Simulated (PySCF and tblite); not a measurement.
Values are calculated unless marked as measured or tabulated.
C5H10O, numbered as in [CH3:1][C:2](=[O:3])[CH:4]([CH3:5])[CH3:6].

Level: PBE0-D3(BJ)/def2-TZVP (IEF-PCM, chloroform)//PBE0-D3(BJ)/def2-SVP, thermal terms from GFN2-xTB, symmetry numbers and mirror pairs counted. Conformers within 3 kcal/mol (GFN2-xTB free energy) were kept, 8 at most. Programs: PySCF with density fitting and tblite.

Rotational constants are equilibrium values for the commonest isotopes; dipoles come from the energy level named and are polarised by its solvent model.

Torsions listed: O3–C2–C4–C5. Of a mirror pair one member is shown.

```tsv
conformer	shape	symmetry	weight %
1	-95°	C1 (pair)	81.8
2	136°	C1 (pair)	18.2
```

Sets of constants, in random order:

```csv
set,A (MHz),B (MHz),C (MHz),abs μa (D),abs μb (D),abs μc (D)
P,4560,2738,2392,2.64,2.07,1.50
Q,4764,2855,2247,0.66,2.95,1.93
```

**Question.** Match each set to its conformer.

**Answer.** P is conformer 2, Q is conformer 1.
